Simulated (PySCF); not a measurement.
chloromethane (CH₃Cl), SMILES ClC.

The structure is a stationary point at ωB97X-D3(BJ)/def2-TZVP.

The numbers are results of ωB97X/def2-TZVPD (PySCF), not measurements.

Symmetry labels are those of the subgroup Cs that the program uses (full group C3v).

Computed valence orbital energies around the gap with their symmetry:
| orbital | symmetry | energy (eV) |
|---|---|---|
| HOMO−7 | A' | -198.31 |
| HOMO−6 | A' | -26.79 |
| HOMO−5 | A' | -21.85 |
| HOMO−4 | A' | -15.34 |
| HOMO−3 | A" | -15.34 |
| HOMO−2 | A' | -14.11 |
| HOMO−1 | A' | -10.97 |
| HOMO | A" | -10.97 |
| LUMO | A' | 1.99 |
| LUMO+1 | A' | 2.21 |
| LUMO+2 | A' | 2.83 |
| LUMO+3 | A" | 2.83 |
